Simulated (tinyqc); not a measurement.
Worked calculation: CCSD on RHF in the sto-6g basis, for H2F+, spin multiplicity 1. One step of it, computed by the program tinyqc.

Question. CCSD: starting amplitudes. t_ij^ab = <ij||ab> / (e_i + e_j - e_a - e_b), whose energy is MP2.

orbital energies (hartree): MO1 -26.939213, MO2 -2.062942, MO3 -1.219589, MO4 -1.065237, MO5 -1.042479, MO6 -0.026782, MO7 0.181192

Two-electron integrals over orbitals (pq|rs), unique and non-zero (hartree):
```
(11|11) 5.380779    (21|11) -0.516281   (21|21) 0.080259    (22|11) 1.221369
(22|21) -0.020906   (22|22) 0.860963    (31|11) 0.004828    (31|21) -0.000631
(31|22) 0.000565    (31|31) 0.017375    (32|11) -0.002611   (32|21) 0.000329
(32|22) 0.001326    (32|31) 0.025425    (32|32) 0.159408    (33|11) 0.984845
(33|21) -0.007562   (33|22) 0.758857    (33|31) -0.000250   (33|32) -0.001420
(33|33) 0.738621    (41|11) 0.123137    (41|21) -0.016366   (41|22) 0.013184
(41|31) 0.000241    (41|32) 0.000017    (41|33) 0.004205    (41|41) 0.030032
(42|11) -0.084015   (42|21) 0.007859    (42|22) 0.005799    (42|31) 0.000007
(42|32) 0.000227    (42|33) -0.004012   (42|41) 0.031886    (42|42) 0.164575
(43|11) 0.003333    (43|21) -0.000140   (43|22) 0.001360    (43|31) -0.003223
(43|32) 0.006329    (43|33) 0.001275    (43|41) -0.000324   (43|42) -0.001656
(43|43) 0.046118    (44|11) 1.192018    (44|21) -0.014240   (44|22) 0.833696
(44|31) 0.000051    (44|32) -0.001705   (44|33) 0.723192    (44|41) -0.011141
(44|42) -0.086375   (44|43) 0.002184    (44|44) 0.925719    (51|51) 0.030401
(52|51) 0.039048    (52|52) 0.182113    (53|51) -0.000343   (53|52) -0.001212
(53|53) 0.038165    (54|51) -0.008673   (54|52) -0.031074   (54|53) 0.000408
(54|54) 0.055055    (55|11) 1.265974    (55|21) -0.013481   (55|22) 0.882785
(55|31) 0.000122    (55|32) -0.001272   (55|33) 0.747072    (55|41) 0.003049
(55|42) -0.044016   (55|43) 0.001876    (55|44) 0.852205    (55|55) 0.998085
(61|11) 0.242163    (61|21) -0.039307   (61|22) 0.006436    (61|31) 0.000928
(61|32) 0.000755    (61|33) 0.002613    (61|41) -0.003251   (61|42) -0.017414
(61|43) 0.000081    (61|44) 0.012304    (61|55) 0.005875    (61|61) 0.024051
(62|11) -0.310880   (62|21) 0.009330    (62|22) -0.147670   (62|31) 0.000485
(62|32) 0.003162    (62|33) -0.089608   (62|41) -0.016250   (62|42) -0.036992
(62|43) -0.000873   (62|44) -0.118762   (62|55) -0.156609   (62|61) 0.001546
(62|62) 0.075753    (63|11) 0.018140    (63|21) -0.000383   (63|22) 0.009627
(63|31) -0.003873   (63|32) 0.031639    (63|33) 0.007530    (63|41) 0.000036
(63|42) -0.002086   (63|43) 0.016965    (63|44) 0.008441    (63|55) 0.010108
(63|61) 0.000058    (63|62) -0.003864   (63|63) 0.073316    (64|11) -0.225283
(64|21) 0.001987    (64|22) -0.122024   (64|31) -0.000325   (64|32) -0.002138
(64|33) -0.070082   (64|41) -0.008397   (64|42) -0.008089   (64|43) -0.000360
(64|44) -0.128859   (64|55) -0.122932   (64|61) 0.002468    (64|62) 0.058393
(64|63) -0.005431   (64|64) 0.058285    (65|51) -0.014979   (65|52) -0.056399
(65|53) 0.001396    (65|54) -0.005331   (65|65) 0.026895    (66|11) 0.687218
(66|21) -0.006002   (66|22) 0.566313    (66|31) -0.000678   (66|32) -0.007801
(66|33) 0.555255    (66|41) 0.015584    (66|42) 0.065108    (66|43) -0.004097
(66|44) 0.532222    (66|55) 0.543059    (66|61) -0.003203   (66|62) -0.047150
(66|63) -0.006900   (66|64) -0.024668   (66|66) 0.542422    (71|11) -0.013141
(71|21) 0.002223    (71|22) -0.000098   (71|31) 0.018084    (71|32) 0.025266
(71|33) -0.000503   (71|41) -0.000129   (71|42) 0.000523    (71|43) -0.003487
(71|44) -0.000521   (71|55) -0.000309   (71|61) -0.000532   (71|62) 0.000694
(71|63) -0.003819   (71|64) -0.000337   (71|66) -0.000781   (71|71) 0.018949
(72|11) 0.017912    (72|21) -0.000467   (72|22) 0.008714    (72|31) 0.017632
(72|32) 0.064837    (72|33) 0.003801    (72|41) 0.000526    (72|42) 0.000292
(72|43) -0.020878   (72|44) 0.007400    (72|55) 0.008767    (72|61) 0.000698
(72|62) -0.001707   (72|63) -0.027394   (72|64) -0.003199   (72|66) 0.002766
(72|71) 0.017629    (72|72) 0.056867    (73|11) 0.431136    (73|21) -0.008288
(73|22) 0.208460    (73|31) 0.000041    (73|32) -0.003509   (73|33) 0.161914
(73|41) -0.001214   (73|42) -0.051451   (73|43) 0.000472    (73|44) 0.210977
(73|55) 0.230585    (73|61) 0.005073    (73|62) -0.075988   (73|63) 0.003189
(73|64) -0.070595   (73|66) 0.018904    (73|71) -0.000265   (73|72) 0.005239
(73|73) 0.158867    (74|11) 0.004050    (74|21) -0.000006   (74|22) 0.001739
(74|31) -0.007051   (74|32) -0.051838   (74|33) 0.001542    (74|41) 0.000556
(74|42) 0.001844    (74|43) 0.013381    (74|44) 0.002134    (74|55) 0.002041
(74|61) -0.000501   (74|62) -0.002376   (74|63) -0.037708   (74|64) 0.000629
(74|66) 0.005597    (74|71) -0.007261   (74|72) -0.011732   (74|73) 0.003151
(74|74) 0.043445    (75|51) 0.000794    (75|52) 0.002999    (75|53) 0.025742
(75|54) -0.000170   (75|65) -0.000486   (75|75) 0.020660    (76|11) 0.002033
(76|21) -0.000056   (76|22) -0.000787   (76|31) -0.010935   (76|32) -0.101797
(76|33) 0.001476    (76|41) -0.000511   (76|42) -0.001782   (76|43) -0.041041
(76|44) 0.002199    (76|55) 0.000826    (76|61) -0.000173   (76|62) 0.000026
(76|63) -0.089230   (76|64) 0.003879    (76|66) 0.014066    (76|71) -0.011046
(76|72) 0.003389    (76|73) 0.005980    (76|74) 0.053872    (76|76) 0.164912
(77|11) 0.825309    (77|21) -0.008123   (77|22) 0.625142    (77|31) 0.001167
(77|32) 0.009331    (77|33) 0.625204    (77|41) 0.002761    (77|42) 0.004177
(77|43) 0.003408    (77|44) 0.606181    (77|55) 0.614138    (77|61) 0.003298
(77|62) -0.050241   (77|63) 0.011020    (77|64) -0.029895   (77|66) 0.538194
(77|71) 0.000913    (77|72) 0.002936    (77|73) 0.079720    (77|74) -0.004474
(77|76) -0.012637   (77|77) 0.587609
```

Give: Starting amplitudes; correlation energy.

Answer.

Starting amplitudes (spin orbitals 1a, 1b, ...; amplitudes related by a flip of all spins are not repeated; the 24 largest):

| from | to | t |
|---|---|---|
| 3a 3b | 7a 7b | -0.057 |
| 3a 3b | 6a 6b | -0.031 |
| 3a 4b | 6b 7a | -0.029 |
| 4a 4b | 6a 6b | -0.028 |
| 2a 3b | 6a 7b | 0.022 |
| 2a 4b | 6a 6b | -0.019 |
| 2a 2b | 6a 6b | -0.019 |
| 4a 4b | 7a 7b | -0.017 |
| 3a 4b | 6a 7b | 0.015 |
| 2a 3a | 6a 7a | 0.014 |
| 3a 4a | 6a 7a | -0.013 |
| 5a 5b | 6a 6b | -0.013 |
| 2a 2b | 7a 7b | -0.013 |
| 5a 5b | 7a 7b | -0.008 |
| 2a 3b | 6b 7a | -0.008 |
| 2a 4b | 7a 7b | 3.36e-03 |
| 3a 4b | 6a 6b | 2.43e-03 |
| 2a 3b | 7a 7b | -1.44e-03 |
| 3a 3b | 6a 7b | -1.23e-03 |
| 2a 3b | 6a 6b | 1.20e-03 |
| 3a 4b | 7a 7b | -1.19e-03 |
| 2a 4b | 6b 7a | -9.74e-04 |
| 2a 4b | 6a 7b | 7.24e-04 |
| 1a 2b | 7a 7b | -6.00e-04 |

correlation energy = -0.03005 hartree
